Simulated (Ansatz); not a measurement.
```yaml
crystal:
  periodic: [false, false, false]
  atoms:
    - {symbol: Si, position_ang: [-0.001246, 0.008972, -1.302597]}
    - {symbol: C, position_ang: [1.434431, -0.012391, -0.048198]}
    - {symbol: H, position_ang: [1.376996, -0.921292, 0.564191]}
    - {symbol: H, position_ang: [1.351697, 0.831412, 0.647624]}
    - {symbol: H, position_ang: [2.417123, 0.021269, -0.519094]}
    - {symbol: C, position_ang: [-1.434415, 0.011119, -0.045170]}
    - {symbol: H, position_ang: [-1.381147, 0.919804, 0.568304]}
    - {symbol: H, position_ang: [-1.345617, -0.832915, 0.649297]}
    - {symbol: H, position_ang: [-2.417813, -0.025989, -0.514347]}
basis:
  gaussian: {orbitals: 6-31G, point_charges: [{charge: 2.00, position_ang: [4.944, 0.658, 0.140]}]}
hamiltonian: {xc: {name: wPBEh}}
accuracy: high
scf: {lower_state_search: light}
```

```sh
$ ansatz run in.yaml --threads 4 --pin off --events-out ev --progress --plain --max-ram 3916MiB
```

Shortened log:

```
Functional definition: wPBEh
1125 factors; integrals over basis functions are off by at most 3.9e-9 eV
108 factors; integrals over basis functions are off by at most 1.0e-9 eV
mean field evaluation 1: about -10034.4796 eV, gradient 5.5e1 eV
mean field evaluation 2: about -10030.1061 eV, gradient 6.4e1 eV
mean field evaluation 4: about -10041.8362 eV, gradient 8.4e-1 eV
mean field evaluation 8: about -10041.8319 eV, gradient 1.3e-2 eV
mean field evaluation 16: about -10041.8319 eV, gradient 1.9e-7 eV
mean field -10041.83187430 eV, -369.0305147826 hartree, gradient 1.1e-8 eV, S^2 0.000000; 0 other end points of the search recorded, 0 dependent functions left out
reference -10041.83187691 eV, -369.0305148781 hartree; 16, 16 occupied and 27, 27 virtual orbitals, 1125 factors
Total energy: -10041.83187691 eV, -369.0305148781 hartree
```

Run time 1.1 s (4 threads of Arm Neoverse V1 on a shared host).

The restricted singlet is unstable towards broken spin symmetry at other levels; at RKS ωPBEh/6-31G this wasn't settled.
